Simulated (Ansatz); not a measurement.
Body-centred tetragonal In was calculated with r²SCANh (Ansatz, a quantum-chemistry and plane-wave program, PAW).

Numerical settings: plane-wave cutoff 520 eV, 14×14×14 k mesh, Fermi–Dirac smearing 0.05 eV, scalar-relativistic PAW data made under PBE.

Computed at the level's own relaxed cell.

Estimate the equilibrium lattice constant a and c axis length that the calculation returns.


equilibrium lattice constant a: 3.234 Å
c axis length: 4.995 Å

Measured, for comparison: lattice constant a 3.252 Å, lattice parameter c 4.947 Å (293 K, not corrected to a static lattice; as tabulated in Wikipedia's data pages). Computed (rounded) less measured: lattice constant a -0.6 %, lattice parameter c +1.0 %. A static lattice is as a rule a little smaller and stiffer than an uncorrected measurement, which narrows the difference in the lattice constant a and would widen misses of the other sign.

Spin–orbit coupling is not included.

Computed values are for the static lattice.
